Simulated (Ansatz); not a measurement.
A made-up structure of MgSi2H5 (charge +1), closed shell:

| atom | x (Å) | y (Å) | z (Å) |
| --- | --- | --- | --- |
| Mg1 | -1.9750 | 1.3264 | -1.8111 |
| Si2 | 0.2131 | 0.6242 | -0.3617 |
| Si3 | 0.8201 | -1.0948 | 1.1358 |
| H4 | -3.3394 | 1.7231 | -2.6867 |
| H5 | 0.9793 | -1.7574 | 2.3816 |
| H6 | 1.1324 | -0.3490 | 2.3816 |
| H7 | 2.0303 | -1.6873 | 0.5135 |
| H8 | -0.2977 | -2.0492 | 1.2860 |

It is relaxed with PBE-D4/def2-SVP and then PBE0-D4/def2-TZVP (Ansatz 0.2.0). Atoms count as bonded within 1.22 times the sum of their covalent radii (H–H: 0.88 Å). The end point is not checked to be a true minimum.

Task: Does its bonding change? (Judge from chemistry; the calculation decides.)

Result: Computed: Yes. Formed: Si2–H8; broken: Si3–H8.

Where it ends: The first stage lowers the energy by 3.97 eV in 27 steps. It ends as MgSi₂H₅ ([MgH][SiH][SiH3]), total charge +1:
Mg1  (-1.747, 0.937, -1.679)
Si2  (-0.823, -0.496, 0.436)
Si3  (1.294, -1.098, 1.270)
H4  (-2.263, 1.824, -2.996)
H5  (1.197, -2.452, 1.858)
H6  (1.417, -0.035, 2.308)
H7  (2.309, -0.958, 0.206)
H8  (-1.821, -0.986, 1.435)
(Å)

Labels in which every atom is bracketed show which atoms are joined, not bond orders.

For scale, one of the runs: PBE0-D4/def2-TZVP relaxation, 136 basis functions, launched by `ansatz run in.yaml --threads 2 --pin off --events-out ev --progress --plain --max-ram 4352MiB`. Hardware: 2 CPU threads of an Arm Neoverse V2, shared host. Wall time about 29 s.
